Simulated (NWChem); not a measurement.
# benzene (C6H6) in NWChem

```
C
H 1 1.0933
C 1 1.3988 2 120.00
H 3 1.0933 1 120.00 2 0.00
C 3 1.3988 4 120.00 1 180.00
H 5 1.0933 3 120.00 4 0.00
C 1 1.3989 2 120.00 3 180.00
H 7 1.0933 1 120.00 2 0.00
C 7 1.3988 8 120.00 1 180.00
H 9 1.0933 7 120.00 8 0.00
C 9 1.3988 10 120.00 7 180.00
H 11 1.0933 9 120.00 10 0.00
```
Charge 0, spin multiplicity 1.

The numbers come from NWChem runs, not from measurements. Structure: optimised with B3LYP/def2-SVP, held to D2h symmetry and with no frequency check, so it may be a saddle point.

B3LYP has NWChem's definition, with VWN1-RPA local correlation. The stability of the SCF solutions was not checked.

Worked example. At B3LYP/def2-SVP the molecule has a total energy of -232.08473 Ha and the free atoms (multiplicities C 3, H 2) H -0.50126, C -37.81406 Ha. The electronic atomisation energy is the atoms' sum less the molecule's energy.

6·(-37.81406) + 6·(-0.50126) = -229.89192 Ha for the atoms; less the molecule's energy this leaves 2.19281 Ha, or 1376.0 kcal/mol (5757 kJ/mol), without zero-point, thermal or spin-orbit terms.
